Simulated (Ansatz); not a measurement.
in.yaml

```yaml
crystal:
  periodic: [false, false, false]
  atoms:
    - {symbol: Ga, position_ang: [0.000000, 0.000000, 0.000000]}
    - {symbol: Li, position_ang: [0.000000, 0.000000, 2.609000]}
basis:
  gaussian: {orbitals: aug-cc-pVTZ}
magnetization: {spin_polarized: true, initial_magnetization: 0}
hamiltonian: {xc: {name: PBE}}
output: {orbitals: {seedname: orbitals}}
```

```sh
$ ansatz run in.yaml --threads 1 --pin off --events-out ev --progress --plain --max-ram 2393MiB
```

Log:

```
591 factors; their error is unknown
mean field evaluation 1: about -52572.6694 eV, gradient 1.2e1 eV
mean field evaluation 2: about -52570.2809 eV, gradient 1.3e1 eV
mean field evaluation 4: about -52573.5268 eV, gradient 1.6e0 eV
mean field evaluation 8: about -52573.5906 eV, gradient 1.4e-1 eV
mean field evaluation 16: about -52573.5907 eV, gradient 2.5e-5 eV
mean field evaluation 32: about -52573.6809 eV, gradient 7.4e-5 eV
mean field evaluation 64: about -52573.6185 eV, gradient 2.2e-2 eV
mean field evaluation 96: about -52573.5778 eV, gradient 1.7e-1 eV
mean field evaluation 128: about -52573.6232 eV, gradient 1.3e0 eV
mean field -52573.68092419 eV, -1932.0471382432 hartree, gradient 8.6e-6 eV, S^2 0.611111; 17 other end points of the search recorded, 0 dependent functions left out
reference -52573.68097586 eV, -1932.0471401421 hartree; 17, 17 occupied and 88, 88 virtual orbitals, 591 factors
Total energy: -52573.68097586 eV, -1932.0471401421 hartree
```

Ran on 1 thread of Arm Neoverse V2, shared host: 29 s wall, 0.2 GiB peak host memory.
